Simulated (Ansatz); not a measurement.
S$_{2}$, triplet in 6-31G*: errors against UCCSDTQ

Geometry: MP2(full)/6-31G*, from the G2/97 set.

```tsv
atom	x (Å)	y (Å)	z (Å)
S	0.0000	0.0000	0.0000
S	0.0000	0.0000	1.9202
```

Basis 6-31G* (Cartesian d functions); Ansatz 0.2.0. Only valence electrons are correlated (noble-gas cores frozen), which leaves 12 electrons in 28 orbitals. Prefix R: restricted or restricted open-shell reference; prefix U: unrestricted. Active spaces: valence = (12e, 8o) chosen from the atoms' valence shells.

Full CI isn't at hand for all of this; UCCSDTQ serves as the reference, and is uncertain by about the last step of the cluster series. The frozen core follows each run's orbitals, which can shift R against U totals by a few meV.

The UHF ⟨S²⟩ is 2.029, the T1 diagnostic (RCCSD) is 0.0156 and the largest doubles amplitude (RCCSD) is 0.102. The T1 diagnostic (UCCSD) is 0.0139.

```
   level  E − E(RHF) (eV)
     UHF          -0.2666
    RMP2          -6.5836
    UMP2          -6.4262
   RCCSD          -7.0219
   UCCSD          -7.0375
RCCSD(T)          -7.3112
UCCSD(T)          -7.3107
```

Problem. Estimate how far UCCSDTQ in 6-31G* lies from RCCSD(T). The table doesn't fix it; the size of (T) and the diagnostics are the guide.

Solution. UCCSDTQ in 6-31G* lies 4.4 kJ/mol below RCCSD(T), which is 16 % of the (T) step (-27.9 kJ/mol). The diagnostics are small and the rest is a small part of (T), but (T) is large here. The miss exceeds 1 kcal/mol.

The other levels:

| level | E − E(UCCSDTQ) (kJ/mol) | share of correlation (%) | wall time |
| --- | --- | --- | --- |
| BCCD(T) | 4.4 | 99.37 | 4.4 s |
| RCCSDT | 2.7 | 99.62 | – |
| UCCSDT | 2.4 | 99.66 | – |
| RCCSDT(Q) | 0.0 | 100.00 | 13 s |
| UCCSDT(Q) | 0.0 | 100.00 | 8.5 s |
| RCCSDTQ | 0.0 | 99.99 | 34 s (H100) |

The correlation energy at UCCSDTQ, counted from RHF, is -7.357 eV. That run took 44 s on 2 threads of AMD EPYC 7R13 with a shared H100 80 GB, shared host.

Run but not shown, since their state or frozen core can't be matched to the reference's or they repeat it: CISD, CISDTQ, CASSCF (valence space), NEVPT2 (valence space), MRCISD (valence space), MRCISD+Q (valence space).

Times hold each run's SCF and search for its determinant on a shared host, so for small cases they say little of a method's own cost; rows without a card ran on 1 thread of AMD EPYC 7R13.

Natural occupations of CASSCF (valence space) about the gap: 1.963 1.962 1.962 1.037 1.037 0.043; effectively unpaired electrons, Σ n²(2−n)², 2.02.

Atomization energy (electronic, same basis, no zero-point term; atoms at the same level, unrestricted beside the R rows where the molecule is a closed shell, with restricted open-shell steps beyond CCSDT(Q)) at UCCSDTQ: 343.1 kJ/mol. Errors of other levels:

| level | error (kJ/mol) |
| --- | --- |
| RHF | -183.1 |
| UHF | -176.5 |
| RMP2 | 24.0 |
| UMP2 | 11.3 |
| RCCSD | -23.0 |
| UCCSD | -21.9 |
| RCCSD(T) | -2.4 |
| UCCSD(T) | -2.6 |
| BCCD(T) | -2.5 |
| RCCSDT | -2.3 |
| UCCSDT | -2.1 |
| RCCSDT(Q) | 0.1 |
| UCCSDT(Q) | 0.1 |
| RCCSDTQ | 0.0 |

This basis is far from its limit, so the value isn't to be set against a measured one.
